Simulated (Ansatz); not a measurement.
# C3H9P: basis-set convergence

One table from this session's results is given with a row withheld; the runs are named, their logs left out.

Program: Ansatz 0.2.0, Gaussian basis. Level of theory: one geometry, several basis sets. These are calculated values, not measurements.

Plan: PBE0-D4/def2-SVP; ωB97M-V/def2-SVP; PBE0-D4/def2-QZVPP; ωB97M-V/def2-QZVPP; the functionals' def2-TZVPP values are taken from earlier runs.

### Structure used throughout

An earlier PBE0-D4 in a triple-zeta def2 set relaxation fixed the geometry.

13 atoms, charge 0, spin multiplicity 1.

Atoms are counted from 1 here; the program's logs count them from 0.

Bond lengths: C1–P2 1.839 Å, C1–H5 1.092 Å, C1–H6 1.092 Å, C1–H7 1.094 Å, P2–C3 1.839 Å, P2–C4 1.839 Å, C3–H8 1.094 Å, C3–H9 1.092 Å, C3–H10 1.092 Å, C4–H11 1.092 Å, C4–H12 1.092 Å, C4–H13 1.094 Å. Angles: P2–C1–H5 109.5°, P2–C1–H6 109.5°, P2–C1–H7 112.3°, H5–C1–H6 107.6°, H5–C1–H7 108.9°, H6–C1–H7 108.9°, C1–P2–C3 99.4°, C1–P2–C4 99.4°, C3–P2–C4 99.3°, P2–C3–H8 112.3°, P2–C3–H9 109.5°, P2–C3–H10 109.5°, H8–C3–H9 108.9°, H8–C3–H10 108.9°, H9–C3–H10 107.6°, P2–C4–H11 109.5°, P2–C4–H12 109.5°, P2–C4–H13 112.3° and more.

Coordinates:

```
atom    x (Å)    y (Å)    z (Å)
  C1  -0.5080   1.4244  -0.5803
  P2   0.6438  -0.0073  -0.6577
  C3   1.1898  -0.0469   1.0981
  C4  -0.5811  -1.3787  -0.6206
  H5  -1.0477   1.5102  -1.5259
  H6   0.0630   2.3448  -0.4404
  H7  -1.2331   1.3304   0.2340
  H8   0.3467  -0.0316   1.7956
  H9   1.7796  -0.9487   1.2765
 H10   1.8314   0.8136   1.3003
 H11  -0.0588  -2.3320  -0.5152
 H12  -1.1290  -1.4041  -1.5652
 H13  -1.2966  -1.2742   0.2008
```

Set-up of the first run:

in.yaml

```yaml
crystal:
  periodic: [false, false, false]
  atoms:
    - {symbol: C, position_ang: [-0.508017, 1.424414, -0.580288]}
    - {symbol: P, position_ang: [0.643800, -0.007311, -0.657706]}
    - {symbol: C, position_ang: [1.189832, -0.046877, 1.098088]}
    - {symbol: C, position_ang: [-0.581146, -1.378680, -0.620638]}
    - {symbol: H, position_ang: [-1.047750, 1.510229, -1.525888]}
    - {symbol: H, position_ang: [0.063035, 2.344839, -0.440398]}
    - {symbol: H, position_ang: [-1.233065, 1.330447, 0.234016]}
    - {symbol: H, position_ang: [0.346668, -0.031638, 1.795553]}
    - {symbol: H, position_ang: [1.779599, -0.948658, 1.276459]}
    - {symbol: H, position_ang: [1.831356, 0.813573, 1.300334]}
    - {symbol: H, position_ang: [-0.058752, -2.332003, -0.515215]}
    - {symbol: H, position_ang: [-1.128953, -1.404102, -1.565154]}
    - {symbol: H, position_ang: [-1.296609, -1.274233, 0.200837]}
basis:
  gaussian: {orbitals: def2-SVP}
hamiltonian: {xc: pbe0, dispersion: d4}
output: {orbitals: {seedname: orbitals}}
```

Run with:

```
$ ansatz run in.yaml --threads 4 --pin off --events-out ev --progress --plain --max-ram 10444MiB
```

Among the steps run: PBE0-D4 in def2-SVP; ωB97M-V in def2-SVP; PBE0-D4 in def2-QZVPP; ωB97M-V in def2-QZVPP.

One of the session's tables, all rows but one given; the rest of the session is left out.

It belongs to the step «Functionals by basis». 

```
functional       basis  HOMO (eV)  LUMO (eV)
   PBE0-D4    def2-SVP      -6.24       1.75
   PBE0-D4  def2-TZVPP      -6.30       1.18
   PBE0-D4  def2-QZVPP      -6.33       0.76
   ωB97M-V    def2-SVP          ?          ?
   ωB97M-V  def2-TZVPP      -8.48       2.61
   ωB97M-V  def2-QZVPP      -8.50       1.95
```

**Question.** Estimate the row for ωB97M-V, def2-SVP.

The run gave: HOMO (eV): -8.40; LUMO (eV): 3.37. In the column «HOMO (eV)» it lies between ωB97M-V, def2-TZVPP (-8.48) and PBE0-D4, def2-QZVPP (-6.33).
